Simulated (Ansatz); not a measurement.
**C₃H₉NS: up Jacob's ladder to CCSD(T)**

Aim: compute C₃H₉NS with functionals from several rungs and with coupled cluster, and see how far each lands from CCSD(T) at the basis-set limit for the atomisation energy.

Computed with Ansatz 0.2.0, Gaussian basis. Level: functionals in def2-TZVPP, the program's frozen cores in correlated methods.

Plan: LDA (SPW92), PBE-D4, revPBE-D4, BLYP-D4, r2SCAN-D4, B97M-V, PBE0-D4, B3LYP-D4, r2SCANh-D4, r2SCAN0-D4, HSE06-D4, BHLYP-D4, CAM-B3LYP-D4, LC-ωPBE, ωB97X-V, ωB97M-V, B2PLYP, PBE-QIDH; CCSD(T)/def2-SVP; CCSD(T)/def2-TZVPP; MP2/def2-QZVPP; extrapolation to the limit; RPA on PBE.

## (1) The relaxed structure

The geometry comes from an earlier relaxation with PBE0-D4 in a triple-zeta def2 set; it is a stationary point, not always the lowest conformer.

14 atoms, charge 0, spin multiplicity 1.

Atoms are counted from 1 here; the program's logs count them from 0.

Bond lengths: C1–S2 1.798 Å, C1–H6 1.090 Å, C1–H7 1.092 Å, C1–H8 1.091 Å, S2–C3 1.805 Å, C3–C4 1.526 Å, C3–H9 1.094 Å, C3–H10 1.095 Å, C4–N5 1.447 Å, C4–H11 1.095 Å, C4–H12 1.095 Å, N5–H13 1.015 Å, N5–H14 1.013 Å. Angles: S2–C1–H6 106.7°, S2–C1–H7 110.9°, S2–C1–H8 112.2°, H6–C1–H7 108.7°, H6–C1–H8 108.5°, H7–C1–H8 109.8°, C1–S2–C3 100.5°, S2–C3–C4 114.4°, S2–C3–H9 104.8°, S2–C3–H10 108.9°, C4–C3–H9 110.1°, C4–C3–H10 111.1°, H9–C3–H10 107.3°, C3–C4–N5 115.9°, C3–C4–H11 109.3°, C3–C4–H12 108.3°, N5–C4–H11 108.4°, N5–C4–H12 108.6° and more.

## (2) LDA

This LDA is Slater exchange with PW92 correlation.

in.yaml

```yaml
crystal:
  periodic: [false, false, false]
  atoms:
    - {symbol: C, position_ang: [-1.346538, 1.078402, 1.281423]}
    - {symbol: S, position_ang: [0.099985, 1.561266, 0.329633]}
    - {symbol: C, position_ang: [0.035792, 0.346969, -1.004193]}
    - {symbol: C, position_ang: [0.395670, -1.074047, -0.579515]}
    - {symbol: N, position_ang: [1.711795, -1.248074, -0.004243]}
    - {symbol: H, position_ang: [-1.441201, 1.797296, 2.095755]}
    - {symbol: H, position_ang: [-2.248606, 1.123988, 0.668057]}
    - {symbol: H, position_ang: [-1.242510, 0.081460, 1.711234]}
    - {symbol: H, position_ang: [0.753165, 0.710042, -1.746517]}
    - {symbol: H, position_ang: [-0.956450, 0.381209, -1.466453]}
    - {symbol: H, position_ang: [-0.346215, -1.436087, 0.139629]}
    - {symbol: H, position_ang: [0.307525, -1.727748, -1.454035]}
    - {symbol: H, position_ang: [1.837359, -0.580740, 0.750029]}
    - {symbol: H, position_ang: [2.427328, -1.043339, -0.692003]}
basis:
  gaussian: {orbitals: def2-TZVPP}
hamiltonian: {xc: lda}
output: {orbitals: {seedname: orbitals}}
```

Started as:

```bash
$ ansatz run in.yaml --threads 4 --pin off --events-out ev --progress --plain --max-ram 10444MiB
```

Further steps of the session: PBE-D4 (GGA); revPBE-D4 (GGA); BLYP-D4 (GGA); r2SCAN-D4 (meta-GGA); B97M-V (meta-GGA); PBE0-D4 (hybrid); B3LYP-D4 (hybrid); r2SCANh-D4 (hybrid); r2SCAN0-D4 (hybrid); HSE06-D4 (hybrid); BHLYP-D4 (hybrid); CAM-B3LYP-D4 (range-separated); LC-ωPBE (range-separated); ωB97X-V (range-separated); ωB97M-V (range-separated); B2PLYP (double hybrid); PBE-QIDH (double hybrid); CCSD(T) in def2-SVP; CCSD(T) in def2-TZVPP; MP2 in def2-QZVPP; RPA on PBE orbitals.

Before running them: what should the planned runs give, taken together? Wanted: atomisation energy, CCSD(T)/CBS; farthest beyond LDA; mean size of error, GGA; mean size of error, meta-GGA; mean size of error, hybrid; mean size of error, range-separated; mean size of error, double hybrid; gap, smallest and largest; T1 diagnostic.

The runs gave:

```
                               quantity                                                                                                           value
        atomisation energy, CCSD(T)/CBS                                                                                                       53.358 eV
    functionals within 0.267 eV (0.5 %)  revPBE-D4, BLYP-D4, r2SCAN-D4, B97M-V, B3LYP-D4, r2SCANh-D4, CAM-B3LYP-D4, LC-ωPBE, ωB97X-V, ωB97M-V, PBE-QIDH
                    farthest beyond LDA                                                                                            BHLYP-D4 (-1.361 eV)
                mean size of error, GGA                                                                                                        0.419 eV
           mean size of error, meta-GGA                                                                                                        0.051 eV
             mean size of error, hybrid                                                                                                        0.501 eV
    mean size of error, range-separated                                                                                                        0.223 eV
      mean size of error, double hybrid                                                                                                        0.425 eV
              gap, smallest and largest                                                                           5.10 eV (BLYP-D4), 12.23 eV (LC-ωPBE)
                          T1 diagnostic                                                                                                          0.0096
triples share of the correlation energy                                                                                                           4.0 %
```

What this shows: LDA overbinds by 7.741 eV (15 %). PBE-D4 is off by +1.166 eV. Double hybrids carry the basis error of their MP2 part in triple zeta, and no dispersion term here, so their miss is partly the set-up's. The rungs meta-GGA, range-separated miss on average by less than the doubt on the reference (0.267 eV), so they tie. The reference freezes the cores and leaves out relativity and excitations past (T), so misses under about 0.267 eV can't be ranked. Hartree-Fock recovers 72 % of the binding; the rest is correlation. CCSD(T) in def2-SVP is off by -2.882 eV, more than most functionals: a good method in a small basis is no reference. The gap grows from 5.1 to 12.2 eV across the functionals, mostly with the share of exact exchange.
